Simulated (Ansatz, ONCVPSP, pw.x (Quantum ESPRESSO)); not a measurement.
## From atom to crystal: ONCV potential for Ta

ONCVPSP 4.0.1 input, shortened (lines: element, Z, core and valence counts, functional; n l f; lmax; l rc ep ncon nbas qcut; lloc lpopt rc5 dvloc0; l nproj debl; icmod fcfact rcfact), PBEsol, scalar-relativistic:

```
  Ta 73.00   10    4  -116133      upf
    1    0    2.00
    2    0    2.00
    2    1    6.00
    3    0    2.00
    3    1    6.00
    3    2   10.00
    4    0    2.00
    4    1    6.00
    4    2   10.00
    4    3   14.00
    5    0    2.00
    5    1    6.00
    5    2    4.00
    6    0    1.00
    2
    0    1.70    0.00    4    9    8.90
    1    2.10    0.00    3    6    7.70
    2    1.75    0.00    4    8    5.30
    4    3    1.25    0.00
    0    2    0.50
    1    2    2.90
    2    2    2.60
    3    1.75    1.20
```

Crystal test: bcc Ta in pw.x 7.5, no spin, 14³ k-points, Fermi–Dirac smearing 0.01 Ry, cutoffs 70/280 Ry. The reference is all-electron LAPW (Ansatz 0.2.0) with the same functional, mesh and smearing; V0 and B0 come from Birch–Murnaghan fits to the pressures at five volumes. Errors are pseudo minus all-electron; Δ is the rms difference of the E(V) curves that follow from these fits, minima aligned, over ±6 % about the mean V0. Mesh and smearing are coarse, so the numbers serve the comparison and aren't converged zero-temperature values; the lattice is a test structure that the element need not adopt.

All-electron: a0 = 3.282 Å (V0 = 17.68 Å³/atom), B0 = 206.9 GPa.

Task: How far does the potential miss the all-electron equation of state?

Result: mean pressure error (GPa): -2.32; a0 (Å): 3.270; a0 error (%): -0.36; B0 error (%): -0.4; Δ (meV/atom): 8.8.

```
V (Å³/atom)  P all-electron (GPa)  P pseudo (GPa)
     16.673                 13.61           10.76
     17.112                  7.22            4.68
     17.551                  1.56           -0.72
     17.990                 -3.46           -5.51
     18.429                 -7.90           -9.77
```

Task: At the middle volume, how do free energy and pressure move when the wave cutoff is lowered (ecutrho kept at four times it)?

Result:

```json
{"cutoff (Ry)": "32", "shift of F (meV/atom)": "+1539.5", "shift of P (GPa)": "-49.48"}
{"cutoff (Ry)": "42", "shift of F (meV/atom)": "+244.6", "shift of P (GPa)": "-12.52"}
{"cutoff (Ry)": "56", "shift of F (meV/atom)": "+9.4", "shift of P (GPa)": "-0.82"}
```

The run at the middle volume (104 k-points, 7 iterations) took about 16 s on one core of a shared host (Intel(R) Xeon(R) Platinum 8375C CPU @ 2.90GHz, 128 threads, 992 GiB, load 46).
